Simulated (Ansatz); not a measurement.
# C2H8Si: the cost of one run

Computed with Ansatz 0.2.0, Gaussian basis. Level: PBE0-D4/def2-SVP.

16 further runs of the same task are left out: 16 set aside as unsound or not needed.

### Step 1. The system as given

The first end: 11 atoms, charge 0, spin multiplicity 1.

Atoms are counted from 1 here; the program's logs count them from 0.

Bond lengths: Si1–C2 1.910 Å, Si1–C3 1.910 Å, C2–H6 1.099 Å, C2–H7 1.092 Å, C2–H8 1.092 Å, C3–H9 1.092 Å, C3–H10 1.099 Å, C3–H11 1.092 Å, H4–H5 0.777 Å. Angles: C2–Si1–C3 100.3°, Si1–C2–H6 104.5°, Si1–C2–H7 112.4°, Si1–C2–H8 116.5°, H6–C2–H7 106.1°, H6–C2–H8 107.0°, H7–C2–H8 109.5°, Si1–C3–H9 116.5°, Si1–C3–H10 104.5°, Si1–C3–H11 112.4°, H9–C3–H10 107.0°, H9–C3–H11 109.5°, H10–C3–H11 106.1°.

As a file:

```xyz
11

Si    0.11078    0.36886   -1.00676
C     1.26208    0.68654    0.48345
C    -0.73889   -1.24656   -0.44499
H    -1.32265    1.58620   -0.45223
H    -1.33537    1.26098    0.25281
H     2.15413    0.07956    0.27610
H     1.60412    1.72302    0.53103
H     0.88799    0.38038    1.46299
H    -0.91249   -1.35904    0.62756
H    -0.04184   -2.04190   -0.74284
H    -1.66787   -1.43794   -0.98713
```

The second end:

```xyz
11
C2H8Si
Si   -0.43876    0.54634   -0.19143
C     1.25317    0.77260    0.57667
C    -0.85723   -1.26572   -0.40374
H    -0.47723    1.22478   -1.51892
H    -1.46756    1.19715    0.66999
H     2.02780    0.32033   -0.04772
H     1.49201    1.83194    0.69507
H     1.29892    0.30453    1.56322
H    -0.86165   -1.78009    0.56056
H    -0.12596   -1.76134   -1.04725
H    -1.84351   -1.39043   -0.85646
```

### Step 2. The band at PBE0-D4/def2-SVP

neb/in.yaml reads:

```yaml
crystal:
  periodic: [false, false, false]
  atoms:
    - {symbol: Si, position_ang: [0.110781, 0.368859, -1.006764]}
    - {symbol: C, position_ang: [1.262077, 0.686535, 0.483451]}
    - {symbol: C, position_ang: [-0.738885, -1.246558, -0.444987]}
    - {symbol: H, position_ang: [-1.322653, 1.586200, -0.452233]}
    - {symbol: H, position_ang: [-1.335368, 1.260980, 0.252808]}
    - {symbol: H, position_ang: [2.154132, 0.079565, 0.276101]}
    - {symbol: H, position_ang: [1.604118, 1.723019, 0.531028]}
    - {symbol: H, position_ang: [0.887994, 0.380383, 1.462994]}
    - {symbol: H, position_ang: [-0.912489, -1.359037, 0.627564]}
    - {symbol: H, position_ang: [-0.041838, -2.041903, -0.742836]}
    - {symbol: H, position_ang: [-1.667869, -1.437943, -0.987127]}
basis:
  gaussian: {orbitals: def2-SVP}
hamiltonian: {xc: pbe0, dispersion: d4}
neb:
  images: 5
  climbing: true
  max_iterations: 40
  initial_path: idpp
  final_atoms:
    - {symbol: Si, position_ang: [-0.438758, 0.546343, -0.191425]}
    - {symbol: C, position_ang: [1.253166, 0.772605, 0.576670]}
    - {symbol: C, position_ang: [-0.857229, -1.265724, -0.403739]}
    - {symbol: H, position_ang: [-0.477230, 1.224779, -1.518915]}
    - {symbol: H, position_ang: [-1.467561, 1.197153, 0.669989]}
    - {symbol: H, position_ang: [2.027802, 0.320333, -0.047725]}
    - {symbol: H, position_ang: [1.492006, 1.831945, 0.695068]}
    - {symbol: H, position_ang: [1.298924, 0.304526, 1.563223]}
    - {symbol: H, position_ang: [-0.861653, -1.780089, 0.560560]}
    - {symbol: H, position_ang: [-0.125956, -1.761339, -1.047246]}
    - {symbol: H, position_ang: [-1.843512, -1.390431, -0.856459]}
```

The run is started by

```
$ ansatz run in.yaml --threads 2 --pin off --events-out ev --progress --plain --max-ram 4352MiB
```

**Question.** How long does this run take on 2 threads of Arm Neoverse V1, shared host?

About 99 s.
